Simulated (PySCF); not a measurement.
# FSN, singlet: data card

Level of theory: B3LYP/[S def2-TZVP, N def2-TZVP, F def2-TZVP], no relativity, density fitting, PySCF.

The structure is a higher-order saddle point with 2 imaginary modes (one degenerate set).

Z-matrix (Å, degrees; charge 0 multiplicity 1):
```
S
N  1 1.4418
F  1 1.8433 2 180.00
```

```json
{"Point group": "C∞v", "Bond lengths": "S–F 1.843 Å, S–N 1.442 Å", "Bond angles": "F–S–N 180.0°", "Principal quadrupole moments (Buckingham, traceless) about the centre of mass": "-9.13, 4.57, 4.57 D Å", "Rotational constants": "0.1867 cm⁻¹", "Lowest empty level": "-4.21 eV", "Atomisation energy without zero-point energy": "699 kJ/mol", "Principal polarisabilities": "16.0, 16.0, 45.3 bohr³", "Dipole moment": "1.71 D", "Highest occupied level": "-8.59 eV", "Zero-point energy (real modes)": "11.3 kJ/mol"}
```

Harmonic modes (masses in u: S 31.972, N 14.003, F 18.998):
| symmetry | ω (cm⁻¹) | IR (km/mol, summed over degenerate members) | μ (u) |
| --- | --- | --- | --- |
| π | 404i | – | 20.50 |
| σ+ | 476 | 169 | 19.86 |
| σ+ | 1417 | 34.8 | 17.01 |

In C∞v the vibrations span π + 2σ+.

Charges (e):
| atom | Mulliken | Löwdin | polar tensor | Mayer order to S1 |
| --- | --- | --- | --- | --- |
| S1 | 0.55 | 0.71 | 0.85 | – |
| N2 | -0.13 | -0.32 | -0.13 | 2.59 |
| F3 | -0.41 | -0.39 | -0.72 | 0.64 |

Mulliken populations on S1: s 6.02, p 9.01, d 0.40, f 0.03.

Outer orbital energies (eV). occupied: -27.25, -17.60, -12.67, -12.37, -12.37, -10.28, -10.28, -8.59; empty: -4.21, -4.21, 3.67, 5.42.

Other isomers or separated fragments may lie lower. At this level a singlet minimum of Cs symmetry lies 135 kJ/mol below this structure.

The final relaxation and frequency run took 19 s on 2 threads of a shared Arm Neoverse V2 host, with 99 basis functions and 11 gradients; the process peaked at 0.89 GiB. Launch command: `OMP_NUM_THREADS=2 python axn.py task.json out`.
